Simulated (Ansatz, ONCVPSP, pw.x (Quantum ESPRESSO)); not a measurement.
## Equation-of-state test of one ONCV potential (aluminium)

- Element: aluminium
- Generator: ONCVPSP 4.0.1.1 (patched build)
- Type: optimised norm-conserving Vanderbilt (ONCV)
- Functional: LDA (Perdew-Wang 92)
- Relativity: scalar-relativistic
- Frozen core: [Ne]
- Valence charge: 3
- Reference configuration: 3s2 3p1
- Partial waves: 3s: rc 1.95 bohr, ncon 3, nbas 8, qcut 2.8 1/bohr, 2 projectors, debl 1.4 Ha; 3p: rc 2.80 bohr, ncon 4, nbas 7, qcut 2.3 1/bohr, 2 projectors, debl 3.2 Ha; d scattering state at 0.31 Ha: rc 2.20 bohr, ncon 3, nbas 7, qcut 4.2 1/bohr, 1 projector
- Local potential: polynomial inside 1.75 bohr (lpopt 1, dvloc0 1 Ha)
- Core correction: Teter function fitted to the true core (icmod 2), fcfact 0.25

Crystal test: sc Al in pw.x 7.5, no spin, 12³ k-points, Fermi–Dirac smearing 0.01 Ry, cutoffs 110/440 Ry. The lattice is a test structure that the element need not adopt, and mesh and smearing are coarse.

pw.x input:

```
&control
  calculation='scf', prefix='x', pseudo_dir='./', outdir='./tmp', tstress=.true., disk_io='none'
/
&system
  ibrav=0, nat=1, ntyp=1, ecutwfc=110, ecutrho=440, nbnd=8,
  occupations='smearing', smearing='fd', degauss=0.01
/
&electrons
  conv_thr=1e-09, mixing_beta=0.4, electron_maxstep=70
/
ATOMIC_SPECIES
Al 1.0 Al.UPF
CELL_PARAMETERS angstrom
  2.67903284 0.00000000 0.00000000
  0.00000000 2.67903284 0.00000000
  0.00000000 0.00000000 2.67903284
ATOMIC_POSITIONS crystal
Al 0.0000 0.0000 0.0000
K_POINTS automatic
12 12 12 0 0 0
```

```bash
pw.x < Al.scf.in > Al.scf.out
```

**Question.** How does the run end?

**Answer.** It converges; the pressure is 0.08 GPa against 0.27 GPa from all-electron LAPW. The largest radius (2.80 bohr) exceeds half the bond length (2.53 bohr), so the spheres overlap, which is one possible source of error among others. The log shows:

```
Message from routine setup:
     using ibrav=0 with symmetry is DISCOURAGED, use correct ibrav instead
     lattice parameter (alat)  =       5.0626  a.u.
     unit-cell volume          =     129.7570 (a.u.)^3
     number of electrons       =         3.00
     number of Kohn-Sham states=            8
     kinetic-energy cutoff     =     110.0000  Ry
     charge density cutoff     =     440.0000  Ry
     scf convergence threshold =      1.0E-09
     Exchange-correlation= SLA  PW   NOGX NOGC
     number of k points=    84  Fermi-Dirac smearing, width (Ry)=  0.0100
     iteration #  1     ecut=   110.00 Ry     beta= 0.40
     total energy              =      -5.12659341 Ry
     estimated scf accuracy    <       0.00278605 Ry
     iteration #  2     ecut=   110.00 Ry     beta= 0.40
     total energy              =      -5.12632347 Ry
     estimated scf accuracy    <       0.00087795 Ry
     iteration #  3     ecut=   110.00 Ry     beta= 0.40
     total energy              =      -5.12637129 Ry
     estimated scf accuracy    <       0.00001115 Ry
     iteration #  4     ecut=   110.00 Ry     beta= 0.40
     total energy              =      -5.12637213 Ry
     estimated scf accuracy    <          5.8E-09 Ry
     iteration #  5     ecut=   110.00 Ry     beta= 0.40
     the Fermi energy is     5.7711 ev
!    total energy              =      -5.12637216 Ry
     estimated scf accuracy    <          9.2E-10 Ry
     smearing contrib. (-TS)   =      -0.00224443 Ry
     The total energy is F=E-TS. E is the sum of the following terms:
     one-electron contribution =       2.50244941 Ry
     hartree contribution      =       0.03093928 Ry
     xc contribution           =      -2.61356985 Ry
     ewald contribution        =      -5.04394657 Ry
     convergence has been achieved in   5 iterations
          total   stress  (Ry/bohr**3)                   (kbar)     P=        0.84
     Message from routine punch:
     Nothing written, as per user request (disk_io='none')
```
